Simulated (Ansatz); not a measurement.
[H···H···S], triplet: the ladder up to full CI

Geometry: a point of a hydrogen-transfer path between rigid fragments, not a stationary point.

```xyz
3

H     0.0000    0.0000   -1.0283
H     0.0000    0.0000   -0.3353
S     0.0000    0.0000    1.3637
```

Basis cc-pVDZ; Ansatz 0.2.0. Only valence electrons are correlated (noble-gas cores frozen), which leaves 8 electrons in 23 orbitals. Prefix R: restricted or restricted open-shell reference; prefix U: unrestricted. Active spaces: pair = (4e, 4o) about the gap; valence = (8e, 6o) chosen from the atoms' valence shells.

Full CI is exact within this basis and frozen core; it isn't the basis-set limit. The frozen core follows each run's orbitals, which can shift R against U totals by a few meV.

For open shells CISD is restricted-active-space CI with the open shells as a complete middle space.

The UHF ⟨S²⟩ is 2.014. The T1 diagnostic (RCCSD) is 0.0173, the largest doubles amplitude (RCCSD) is 0.042 and the T1 diagnostic (UCCSD) is 0.0091.

```
   level  E − E(RHF) (eV)
     UHF          -0.1578
    RMP2          -3.3885
    UMP2          -3.3710
   RCCSD          -4.0740
   UCCSD          -4.0769
RCCSD(T)          -4.1284
UCCSD(T)          -4.1289
```

**Question.** Estimate how far full CI in cc-pVDZ lies from RCCSD(T). The table doesn't fix it; the size of (T) and the diagnostics are the guide.

**Answer.** Full CI in cc-pVDZ lies 1.4 kJ/mol below RCCSD(T), which is 27 % of the (T) step (-5.2 kJ/mol). The diagnostics give no warning, yet the rest is a sizeable part of (T).

The other levels:

| level | E − E(full CI) (kJ/mol) | share of correlation (%) | wall time |
| --- | --- | --- | --- |
| CISD | 22.2 | 94.44 | 0.76 s |
| BCCD(T) | 1.4 | 99.64 | 0.97 s |
| RCCSDT | 0.4 | 99.90 | – |
| UCCSDT | 0.4 | 99.91 | – |
| RCCSDT(Q) | 0.0 | 99.99 | 3.9 s |
| UCCSDT(Q) | 0.0 | 100.00 | 4.2 s |
| RCCSDTQ | 0.0 | 100.00 | 8 s (H100) |
| UCCSDTQ | 0.0 | 100.01 | 8 s (H100) |
| CASSCF (pair space) | 353.5 | 11.57 | – |
| NEVPT2 (pair space) | 69.2 | 82.70 | 0.94 s |
| MRCISD (pair space) | 18.7 | 95.31 | – |
| MRCISD+Q (pair space) | -1.8 | 100.45 | 1.5 s |
| CASSCF (valence space) | 349.4 | 12.61 | – |
| NEVPT2 (valence space) | 86.4 | 78.40 | 0.7 s |
| MRCISD (valence space) | 18.2 | 95.44 | – |
| MRCISD+Q (valence space) | -1.7 | 100.42 | 0.76 s |
| MRCISD+Q(relaxed) (valence space) | -2.6 | 100.66 | 1.2 s |

The correlation energy at full CI, counted from RHF, is -4.143 eV. That run took 3.3 s on 2 threads of AMD EPYC 7R13 with a shared H100 80 GB, shared host over 19,602,700 determinants.

Times hold each run's SCF and search for its determinant on a shared host, so for small cases they say little of a method's own cost; rows without a card ran on 1 thread of AMD EPYC 7R13.

Not variational, and here over 5 meV under the exact energy: MRCISD+Q (pair space), MRCISD+Q (valence space), MRCISD+Q(relaxed) (valence space).

The full-CI state has the irrep B2 of C2v, in the program's axes (one component, if the state is degenerate).

Natural occupations of full CI about the gap: 1.968 1.959 1.958 0.994 0.994 0.023 0.014 0.014 0.014 0.012; effectively unpaired electrons, Σ n²(2−n)², 2.02.
